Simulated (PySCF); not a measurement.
GeH4⁺, quartet in 6-31G: errors against full CI

Geometry: that of the GeH4⁺, doublet, kept fixed. The doublet lies 6.7 eV lower here.

| atom | x (Å) | y (Å) | z (Å) |
| --- | --- | --- | --- |
| Ge | 0.0000 | 0.0000 | 0.0000 |
| H | 0.5613 | 1.0339 | 1.0326 |
| H | -0.5699 | -1.0297 | 1.0321 |
| H | -0.5592 | 1.0308 | -1.0368 |
| H | 0.5678 | -1.0351 | -1.0279 |

Basis 6-31G (Cartesian d functions); PySCF 2.14.0. Only valence electrons are correlated (noble-gas cores and the filled d shells of p-block atoms frozen), which leaves 7 electrons in 23 orbitals. Prefix R: restricted or restricted open-shell reference; prefix U: unrestricted. No spin–orbit coupling is included, and no scalar relativity.

Full CI is exact within this basis and frozen core; it isn't the basis-set limit. The frozen core follows each run's orbitals, which can shift R against U totals by a few meV for light atoms and by up to 0.1 eV past Ca.

```
UHF ⟨S²⟩                            : 3.752
⟨S²⟩ of the determinant under UCCSD : 3.806
T1 diagnostic (ROHF- or RHF-based CCSD)               : 0.0211
largest doubles amplitude (ROHF- or RHF-based CCSD)   : 0.272
```

```json
{"level": "RMP2", "E − E(RHF) (eV)": "-1.8083"}
{"level": "RCCSD", "E − E(RHF) (eV)": "-2.7604"}
{"level": "RCCSD(T)", "E − E(RHF) (eV)": "-2.8402"}
```

(1) Estimate how far full CI in 6-31G lies from RCCSD(T). The table doesn't fix it; the size of (T) and the diagnostics are the guide.

(1) Full CI in 6-31G lies 0.85 kcal/mol below RCCSD(T), which is 46 % of the (T) step (-1.84 kcal/mol). A doubles amplitude is large, and the rest is a large part of (T).

The other levels:

| level | E − E(full CI) (kcal/mol) | share of correlation (%) | wall time |
| --- | --- | --- | --- |
| RCCSDT | -0.10 | 100.15 | 12 s |

The correlation energy at full CI, counted from RHF, is -2.877 eV. Full CI, over all symmetries tried, took 4 min on 1 thread of Arm Neoverse V1, shared host; the state has 2,128,518 determinants.

Run but not shown, since their state, orbitals or frozen core can't be matched to the reference's or they repeat it: UHF, UMP2, UCCSD, UCCSD(T).

Times are those of the correlated step on a shared host, with one SCF added for the restricted CCSD run; they ran on 1 thread of Arm Neoverse V1.

The full-CI state has the irrep B2 of D2, in the program's axes (one component, if the state is degenerate).

Natural occupations of full CI about the gap: 1.942 1.819 1.117 1.027 0.871 0.164 0.028 0.015 0.003 0.003; effectively unpaired electrons, Σ n²(2−n)², 3.15.
